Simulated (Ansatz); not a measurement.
## Si3N2: from a trial structure to a relaxed crystal

All numbers below come from DFT PBE, scalar-relativistic, plane waves, PAW (Ansatz 0.2.0). Cutoff 420 eV, Γ-centred k mesh, Gaussian smearing, no spin polarisation in the final step.

This is the end of a relaxation of cell and atoms.

```
Si N
1.0
     3.00665    1.73589    2.00881
    -3.00665    1.73589    2.00881
     0.00000   -3.47178    2.00881
Si N
3 2
Direct
  0.00000 0.50000 0.00000
  0.00000 0.00000 0.50000
  0.50000 0.00000 0.00000
  0.74074 0.74074 0.74074
  0.25926 0.25926 0.25926
```

Energies over the elements count from the elements' standard structures at the same level (N₂ as a molecule), with no empirical corrections.

Task: What space group does it have?

Result: R-3m (No. 166). Conventional cell: a = 6.013 Å, c = 6.026 Å. Si is coordinated by 2 N at 1.82 Å; N is coordinated by 3 Si at 1.82 Å.

Task: How far does it lie from the elements in energy?

Result: 0.53 eV/atom.

Task: Is it a metal?

Result: Yes, bands cross the Fermi level on the 12×12×12 mesh.

The final run used a 12×12×12 mesh on its 5-atom cell and 0.10 eV smearing. The k mesh leaves about 4 meV/atom of noise in metals. The cell came from a trial start, so Si3N2 may not exist in this structure.

Cost: 3 runs of about 3.5 core-minutes in all, on Intel Xeon Platinum 8375C (Ice Lake) (shared hosts).